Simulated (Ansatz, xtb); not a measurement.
Molecule: C₂H₃, charge 1, multiplicity 1. SMILES of the parent species: C=[CH]
Coordinates optimised at B3LYP-D3(BJ)/def2-TZVP (Ansatz, an electronic-structure program):
```xyz
5

C      0.6664    -0.0823     0.0295
C     -0.5746     0.0710    -0.0254
H      1.7385    -0.2147     0.0769
H     -1.0222     1.0180    -0.3653
H     -1.2665    -0.7354     0.2640
```
Charge +1, spin multiplicity 1.

Harmonic wavenumbers from GFN2-xTB (xtb, at its own minimum), cm⁻¹: 443, 663, 780, 872, 938, 1915, 2764, 2875, 3155.

Question: Give the harmonic wavenumbers at B3LYP-D3(BJ)/def2-TZVP (Ansatz, finite differences of forces, unscaled).

Answer: 292, 657, 852, 1081, 1180, 1781, 3000, 3048, 3290 cm⁻¹. Zero-point energy 21.7 kcal/mol.

Question: From these and the geometry, give the ideal-gas thermochemistry at 298.15 K and 1 atm (rigid rotor, harmonic oscillator).

Answer: Point group C2v, rotational symmetry number 2. Rotational constants 284.1, 33.18, 29.71 GHz. S(trans) 35.82, S(rot) 16.31, S(vib) 2.11, S(elec, spin only) 0.00, S 54.2 cal/(mol K). H(298) - H(0) 2.79 kcal/mol; G - E(el) 8.3 kcal/mol.
